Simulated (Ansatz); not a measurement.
**SiH3+: a ladder of functionals and wavefunction methods**

One table from this session's results is given with a row withheld; the runs are named, their logs left out.

The runs use Ansatz 0.2.0, Gaussian basis; functionals in def2-TZVPP, the program's frozen cores in correlated methods.

Plan: LDA (SPW92), PBE-D4, revPBE-D4, BLYP-D4, r2SCAN-D4, B97M-V, PBE0-D4, B3LYP-D4, r2SCANh-D4, r2SCAN0-D4, HSE06-D4, BHLYP-D4, CAM-B3LYP-D4, LC-ωPBE, ωB97X-V, ωB97M-V, B2PLYP, PBE-QIDH; CCSD(T)/def2-SVP; CCSD(T)/def2-TZVPP; CCSD(T)/def2-QZVPP; extrapolation to the limit; RPA on PBE.

### The geometry

An earlier PBE0-D4 in a triple-zeta def2 set relaxation fixed the geometry.

SMILES `[SiH3+]`, 4 atoms, charge 1, spin multiplicity 1.

Atoms are counted from 1 here; the program's logs count them from 0.

Bond lengths: Si1–H2 1.472 Å, Si1–H3 1.472 Å, Si1–H4 1.472 Å. Angles: H2–Si1–H3 120.0°, H2–Si1–H4 120.0°, H3–Si1–H4 120.0°.

Set-up of the first run:

in.yaml

```yaml
crystal:
  periodic: [false, false, false]
  atoms:
    - {symbol: Si, position_ang: [-0.000008, -0.000000, 0.000005]}
    - {symbol: H, position_ang: [0.686861, 0.675449, 1.112978]}
    - {symbol: H, position_ang: [-0.118398, -1.467179, -0.009923]}
    - {symbol: H, position_ang: [-0.568456, 0.791730, -1.103060]}
basis:
  gaussian: {orbitals: def2-TZVPP}
total_charge: 1
hamiltonian: {xc: lda}
output: {orbitals: {seedname: orbitals}}
```

Command:

```console
ansatz run in.yaml --threads 2 --pin off --events-out ev --progress --plain --max-ram 32768MiB --backend cpu
```

Steps of the session up to this table: LDA; PBE-D4 (GGA); revPBE-D4 (GGA); BLYP-D4 (GGA); r2SCAN-D4 (meta-GGA); B97M-V (meta-GGA); B3LYP-D4 (hybrid); r2SCANh-D4 (hybrid); r2SCAN0-D4 (hybrid); HSE06-D4 (hybrid); BHLYP-D4 (hybrid); CAM-B3LYP-D4 (range-separated); LC-ωPBE (range-separated); ωB97X-V (range-separated); ωB97M-V (range-separated); B2PLYP (double hybrid); PBE-QIDH (double hybrid).

One of the session's tables, all rows but one given; the rest of the session is left out.

It belongs to the step «Frontier levels by functional». Levels are read from the orbital files that the runs wrote:

| functional | HOMO (eV) | LUMO (eV) | gap (eV) |
| --- | --- | --- | --- |
| LDA (SPW92) | -16.29 | -11.51 | 4.78 |
| PBE-D4 | -16.33 | -11.26 | 5.06 |
| revPBE-D4 | -16.33 | -11.16 | 5.17 |
| BLYP-D4 | -16.25 | -11.18 | 5.07 |
| r2SCAN-D4 | -16.67 | -10.90 | 5.78 |
| B97M-V | -16.68 | -11.12 | 5.56 |
| PBE0-D4 | -17.70 | -10.23 | 7.47 |
| B3LYP-D4 | -17.49 | -10.52 | 6.98 |
| r2SCANh-D4 | -17.17 | -10.54 | 6.63 |
| r2SCAN0-D4 | ? | ? | ? |
| HSE06-D4 | -17.29 | -10.62 | 6.67 |
| BHLYP-D4 | -19.01 | -9.21 | 9.80 |
| CAM-B3LYP-D4 | -19.14 | -9.12 | 10.02 |
| LC-ωPBE | -20.61 | -7.80 | 12.82 |
| ωB97X-V | -20.21 | -7.93 | 12.28 |
| ωB97M-V | -19.96 | -8.17 | 11.78 |

Estimate the missing values for r2SCAN0-D4.

Worked estimate for «HOMO (eV)». Against the share of exact exchange, r2SCAN-D4 (0, -16.67), r2SCANh-D4 (0.1, -17.17) give a slope of -5.00 per unit share; at 0.25 the line stands at -17.92.

**Answer.** HOMO (eV): -17.91; LUMO (eV): -10.01; gap (eV): 7.90. In «HOMO (eV)» the line misses by -0.01.
